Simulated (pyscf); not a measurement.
## Hydrogen abstraction: `[GeH4]` + `[O]` [triplet] → `[GeH3]` [doublet] + `[OH]` [doublet]

Gas phase, triplet surface, charge 0. Bonds broken: Ge1–H2. Bonds formed: H2–O6. Single points on ωB97X-D3(BJ)/def2-SVP structures (PySCF, gas phase). Correlated levels are frozen-core, on RHF or UHF. ΔMP2 is the change of the MP2 total energy from the triple- to the quadruple-zeta basis.

Transition state (Å):

```xyz
6

Ge    -1.1595    -0.3772     0.0144
H     -0.5536     1.0887     0.3082
H     -0.1033    -1.1627    -0.7698
H     -2.4301    -0.1900    -0.8213
H     -1.4788    -1.0704     1.3478
O     -0.0788     2.1779    -0.5586
```

One imaginary mode, 749i cm⁻¹; descent along it reached the two sides named.

```csv
bond,change,reactant side (Å),saddle,product side
Ge1–H2,breaks,1.534,1.613,3.0
H2–O6,forms,3.1,1.471,0.980
```

Electronic energies relative to the separated reactants (eV):

```json
[
 {"level": "ωB97X-D3(BJ)/def2-TZVP", "barrier": "0.04", "reaction energy": "-0.64", "reverse barrier": "0.68"},
 {"level": "PBE/def2-TZVP", "barrier": "-0.38", "reaction energy": "-0.97", "reverse barrier": "0.59"},
 {"level": "r²SCAN/def2-TZVP", "barrier": "-0.20", "reaction energy": "-0.87", "reverse barrier": "0.67"},
 {"level": "B3LYP-D3(BJ)/def2-TZVP", "barrier": "-0.11", "reaction energy": "-0.76", "reverse barrier": "0.65"},
 {"level": "PBE0-D3(BJ)/def2-TZVP", "barrier": "-0.07", "reaction energy": "-0.76", "reverse barrier": "0.69"},
 {"level": "M06-2X/def2-TZVP", "barrier": "0.05", "reaction energy": "-0.87", "reverse barrier": "0.92"},
 {"level": "ωB97M-D3(BJ)/def2-TZVP", "barrier": "0.08", "reaction energy": "-0.73", "reverse barrier": "0.81"},
 {"level": "HF/def2-TZVP", "barrier": "0.89", "reaction energy": "+0.10", "reverse barrier": "0.79"},
 {"level": "MP2/def2-QZVPP", "barrier": "0.34", "reaction energy": "-0.78", "reverse barrier": "1.11"},
 {"level": "CCSD/def2-TZVPP", "barrier": "0.32", "reaction energy": "-0.55", "reverse barrier": "0.88"},
 {"level": "CCSD(T)/def2-TZVPP", "barrier": "0.25", "reaction energy": "-0.60", "reverse barrier": "0.85"},
 {"level": "CCSD(T)/def2-TZVPP + ΔMP2(QZVPP)", "barrier": "0.22", "reaction energy": "-0.66", "reverse barrier": "0.88"}
]
```

With CCSD(T)/def2-TZVPP + ΔMP2(QZVPP) energies and thermal terms (ideal gas, 1 atm, RRHO with modes under 100 cm⁻¹ raised to 100, one conformer, R ln 2 for rigid chiral ones), in eV:

| T (K) | ΔH‡ | ΔG‡ | ΔH | ΔG |
|---|---|---|---|---|
| 298 | 0.14 | 0.37 | -0.67 | -0.78 |
| 600 | 0.14 | 0.60 | -0.66 | -0.91 |
| 900 | 0.14 | 0.82 | -0.68 | -1.02 |
| 1200 | 0.13 | 1.05 | -0.71 | -1.13 |

At PBE, r²SCAN, B3LYP-D3(BJ), PBE0-D3(BJ) this geometry lies under the reactants; that is no barrier but a single point on another level's saddle; such a level's own saddle, if it has one, lies nearer that side and is low. GeH₃• + OH• also meet on a surface of lower spin, which isn't treated here. This is the saddle that the search found; another between the same sides may lie lower. The angle at the transferred H is 133°. The CCSD(T) − MP2 part came from Ansatz, without density fitting, on the same reference. The frozen core leaves the outer d or s,p core shells of the metals and heavy elements correlated in the MP2 and CC values, and def2-TZVPP describes them poorly, which can shift differences by a few kcal/mol. Left out: orbital degeneracy and the spin-orbit lowering of OH, O. Elements up to Kr have no core potential and no relativistic terms here.
